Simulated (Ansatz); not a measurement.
# C₂H₅FO: vertical ionisation energy

One table from this session's results is given with a row withheld; the runs are named, their logs left out.

The runs use Ansatz 0.2.0, Gaussian basis; unrestricted cation, the program's frozen cores in correlated methods.

Plan: UKS PBE-D4/def2-TZVPP; UKS r2SCAN-D4/def2-TZVPP; UKS PBE0-D4/def2-TZVPP; UKS B3LYP-D4/def2-TZVPP; UKS wB97X-V/def2-TZVPP; UKS wB97M-V/def2-TZVPP; UKS B2PLYP/def2-TZVPP; UHF-CCSD(T)/def2-TZVPP; UHF-MP2/def2-QZVPP; extrapolation to the limit; then −ε(HOMO) from the neutral's earlier runs with LDA (SPW92), PBE-D4, revPBE-D4, BLYP-D4, r2SCAN-D4, B97M-V, PBE0-D4, B3LYP-D4, r2SCANh-D4, r2SCAN0-D4, HSE06-D4, BHLYP-D4, CAM-B3LYP-D4, LC-ωPBE, ωB97X-V, ωB97M-V.

**Structure used throughout**

An earlier PBE0-D4 in a triple-zeta def2 set relaxation fixed the geometry.

SMILES `COCF`, 9 atoms, charge 0, spin multiplicity 1.

Atoms are counted from 1 here; the program's logs count them from 0.

Bond lengths: C1–O2 1.414 Å, C1–H5 1.097 Å, C1–H6 1.089 Å, C1–H7 1.093 Å, O2–C3 1.362 Å, C3–F4 1.384 Å, C3–H8 1.099 Å, C3–H9 1.091 Å. Angles: O2–C1–H5 110.8°, O2–C1–H6 107.0°, O2–C1–H7 111.3°, H5–C1–H6 109.2°, H5–C1–H7 109.2°, H6–C1–H7 109.4°, C1–O2–C3 114.0°, O2–C3–F4 111.4°, O2–C3–H8 112.1°, O2–C3–H9 107.6°, F4–C3–H8 106.2°, F4–C3–H9 107.7°, H8–C3–H9 111.8°.

Set-up of the first run:

Contents of in.yaml:

```yaml
crystal:
  periodic: [false, false, false]
  atoms:
    - {symbol: C, position_ang: [-0.632961, 0.772479, -0.601691]}
    - {symbol: O, position_ang: [-0.045250, 0.485228, 0.651442]}
    - {symbol: C, position_ang: [0.584405, -0.721814, 0.704109]}
    - {symbol: F, position_ang: [1.737923, -0.722947, -0.059744]}
    - {symbol: H, position_ang: [-1.321922, -0.027415, -0.900715]}
    - {symbol: H, position_ang: [-1.190041, 1.700757, -0.485898]}
    - {symbol: H, position_ang: [0.127227, 0.899783, -1.376859]}
    - {symbol: H, position_ang: [-0.044092, -1.533346, 0.310684]}
    - {symbol: H, position_ang: [0.873210, -0.899024, 1.741471]}
basis:
  gaussian: {orbitals: def2-TZVPP}
total_charge: 1
magnetization: {spin_polarized: true, initial_magnetization: 1}
hamiltonian: {xc: pbe, dispersion: d4}
```

The run is started by

```
> ansatz run in.yaml --threads 4 --pin off --events-out ev --progress --plain --max-ram 10444MiB
```

Steps of the session up to this table: Cation, UKS PBE-D4/def2-TZVPP; Cation, UKS r2SCAN-D4/def2-TZVPP; Cation, UKS PBE0-D4/def2-TZVPP; Cation, UKS B3LYP-D4/def2-TZVPP; Cation, UKS wB97X-V/def2-TZVPP; Cation, UKS wB97M-V/def2-TZVPP; Cation, UKS B2PLYP (frozen core)/def2-TZVPP; Cation, UHF-CCSD(T)/def2-TZVPP; Cation, UHF-MP2/def2-QZVPP.

One of the session's tables, all rows but one given; the rest of the session is left out.

For comparison, −ε(HOMO) of the neutral from earlier runs:

```
  functional  −ε(HOMO) (eV)
 LDA (SPW92)           6.95
      PBE-D4           6.81
   revPBE-D4           6.75
     BLYP-D4           6.74
   r2SCAN-D4              ?
      B97M-V           7.31
     PBE0-D4           8.44
    B3LYP-D4           8.21
  r2SCANh-D4           7.76
  r2SCAN0-D4           8.69
    HSE06-D4           8.03
    BHLYP-D4          10.06
CAM-B3LYP-D4           9.94
     LC-ωPBE          11.25
     ωB97X-V          10.94
     ωB97M-V          10.87
```

**Question.** Estimate the row for r2SCAN-D4.

Worked estimate for «−ε(HOMO) (eV)». Against the share of exact exchange, r2SCANh-D4 (0.1, 7.76), r2SCAN0-D4 (0.25, 8.69) give a slope of 6.20 per unit share; at 0 the line stands at 7.14.

The run gave: −ε(HOMO) (eV): 7.15. In «−ε(HOMO) (eV)» the line misses by -0.01.
